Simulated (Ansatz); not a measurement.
# CHNS: the cost of one run

Program: Ansatz 0.2.0. Level of theory: CCSD(T) on Hartree-Fock, Gaussian basis cc-pV(T+d)Z. These are calculated values, not measurements.

### Step 1. The system as given

Bond lengths: H1–S2 1.340 Å, S2–C3 1.700 Å, C3–N4 1.160 Å. Angles: H1–S2–C3 95.0°, S2–C3–N4 176.0°.

As a file:

```xyz
4

H    -1.1244   -1.1332    0.0000
S     0.2156   -1.1332    0.0000
C     0.3637    0.5603    0.0000
N     0.5452    1.7061    0.0000
```

### Step 2. Relaxing the atoms: CHNS

File input.yaml:

```yaml
relax:
  f_tol: 0.0002
  max_steps: 200
crystal:
  periodic: [false, false, false]
  atoms:
    - { symbol: H, position_ang: [-1.124448, -1.133195, 0.0] }
    - { symbol: S, position_ang: [0.215552, -1.133195, 0.0] }
    - { symbol: C, position_ang: [0.363716, 0.560336, 0.0] }
    - { symbol: "N", position_ang: [0.54518, 1.706054, 0.0] }
basis:
  gaussian: { orbitals: "cc-pV(T+d)Z.json" }
hamiltonian:
  xc: hf
correlation:
  method: ccsd_t
accuracy: high
```

The run is started by

```console
$ ansatz run input.yaml --threads 8 --pin off --max-ram 16384MiB --backend cpu --events-out ev --progress --plain --runs-dir out
```

Q: Estimate wall time and peak memory on 8 threads of Arm Neoverse V1, shared host.

About 2.1 min, with a peak of 1.4 GiB.
